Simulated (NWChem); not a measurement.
System: difluoromethane (CH2F2); SMILES FCF

```xyz
5

F      1.1104     0.0000    -0.2897
C      0.0000     0.0000     0.4951
F     -1.1104     0.0000    -0.2897
H      0.0000     0.9226     1.1222
H      0.0000    -0.9226     1.1222
```
Atoms are numbered in this order, from 1.

All runs use the structure optimised with PBE-D3(BJ)/def2-SVP.

Symmetry labels are those of C2v in the frame above (b1 and b2, or b-type labels, depend on it). States above −ε(HOMO) = 9.8 eV lie in this functional's continuum and hang on the basis.

Task: List the 4 lowest vertical singlet excitations from B3LYP/def2-SVPD, TDA (NWChem).

Result: 
```json
[
 {"state": "S1", "energy (eV)": "9.06", "oscillator strength": "0.039", "symmetry": "b2", "leading excitation (squared amplitude)": "HOMO → LUMO (0.99)"},
 {"state": "S2", "energy (eV)": "9.86", "oscillator strength": "0.000", "symmetry": "a2", "leading excitation (squared amplitude)": "HOMO → LUMO+1 (0.98)"},
 {"state": "S3", "energy (eV)": "10.31", "oscillator strength": "0.019", "symmetry": "b2", "leading excitation (squared amplitude)": "HOMO → LUMO+2 (0.98)"},
 {"state": "S4", "energy (eV)": "10.64", "oscillator strength": "0.079", "symmetry": "a1", "leading excitation (squared amplitude)": "HOMO → LUMO+3 (0.95)"}
]
```
